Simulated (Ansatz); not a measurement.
# [H···H···Cl], doublet: the ladder up to full CI

Geometry: a point of a hydrogen-transfer path between rigid fragments, not a stationary point.

| atom | x (Å) | y (Å) | z (Å) |
| --- | --- | --- | --- |
| H | 0.0000 | 0.0000 | -1.3077 |
| H | 0.0000 | 0.0000 | -0.0627 |
| Cl | 0.0000 | 0.0000 | 1.3703 |

Basis 6-31G; Ansatz 0.2.0. Correlated methods freeze the noble-gas cores, which leaves 9 electrons in 12 orbitals. R marks a restricted (for open shells ROHF) determinant, U an unrestricted one. Active spaces: pair = (3e, 3o) about the gap; valence = (9e, 6o) chosen from the atoms' valence shells.

Full CI is exact within this basis and frozen core; it isn't the basis-set limit. The frozen core follows each run's orbitals, which can shift R against U totals by a few meV.

For open shells CISD and CISDTQ are restricted-active-space CI with the open shells as a complete middle space.

The UHF ⟨S²⟩ is 0.779. The T1 diagnostic (RCCSD) is 0.0240 and the largest doubles amplitude (RCCSD) is 0.095. The T1 diagnostic (UCCSD) is 0.0130.

```csv
level,E − E(full CI) (kJ/mol),share of correlation (%),wall time
RHF,178.4,0.00,–
UHF,166.9,6.43,–
RMP2,35.3,80.20,–
UMP2,34.8,80.49,–
CISD,6.7,96.26,0.21 s
RCCSD,2.1,98.83,–
UCCSD,2.0,98.87,–
RCCSD(T),0.5,99.69,0.36 s
UCCSD(T),0.5,99.72,0.36 s
BCCD(T),0.5,99.71,0.42 s
RCCSDT,0.1,99.93,–
UCCSDT,0.1,99.93,–
CISDTQ,0.1,99.92,0.84 s
RCCSDT(Q),0.0,99.99,2.7 s
UCCSDT(Q),0.0,99.99,2.4 s
RCCSDTQ,0.0,100.00,16 s
UCCSDTQ,0.0,100.00,15 s
CASSCF (pair space),112.6,36.91,–
NEVPT2 (pair space),15.7,91.23,0.15 s
MRCISD (pair space),3.9,97.80,–
MRCISD+Q (pair space),1.6,99.08,0.27 s
CASSCF (valence space),109.1,38.88,–
NEVPT2 (valence space),26.4,85.18,0.18 s
MRCISD (valence space),3.5,98.02,–
MRCISD+Q (valence space),1.4,99.21,0.48 s
```

The correlation energy at full CI, counted from RHF, is -1.849 eV. That run took 1.1 s on 1 thread of Arm Neoverse V1, shared host over 97,616 determinants.

Times hold each run's SCF and search for its determinant on a shared host, so for small cases they say little of a method's own cost; they ran on 1 thread of Arm Neoverse V1.

The full-CI state has the irrep A1 of C2v, in the program's axes (one component, if the state is degenerate).

Natural occupations of full CI about the gap: 1.992 1.988 1.988 1.954 1.002 0.041 0.011 0.011 0.008 0.003; effectively unpaired electrons, Σ n²(2−n)², 1.02.
